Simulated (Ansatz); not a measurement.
Species: CH2O, charge 0, triplet. This triplet is an excited state, 3.2 eV above the singlet at CCSD(T)/cc-pV5Z (Ansatz, a quantum-chemistry and plane-wave program). CH2O (parent SMILES C=O, triplet).
B3LYP-D3(BJ)/def2-TZVP minimum from Ansatz:
```xyz
4

C     -0.5529     0.1193    -0.1902
O      0.6832    -0.1434     0.1204
H     -1.2581    -0.6873     0.0574
H     -0.8900     1.1188     0.1203
```
Charge 0, spin multiplicity 3.

Total energies in cc-pVDZ, 12 correlated electrons, 2 frozen orbitals. UHF or UKS for unpaired electrons; spin-orbit terms are left out. Cores are frozen in correlated methods. No relativity. The spin of CH2O (parent SMILES C=O, triplet) was assumed, and the state is the lowest solution found for it.

```tsv
method	program	energy (Eh)	minus CCSDTQ (mEh)
HF	Ansatz	-113.80428	300.94
MP2	Ansatz	-114.06597	39.26
CCSD	Ansatz	-114.09692	8.30
CCSD(T)	Ansatz	-114.10385	1.37
CCSDT(Q)	Ansatz	-114.10526	-0.04
CCSDTQ	Ansatz	-114.10522	0.00
```

Rough core times of Ansatz's runs on a shared machine: CCSD(T) under 20 s, CCSDT(Q) 40 s, CCSDTQ 40 min.
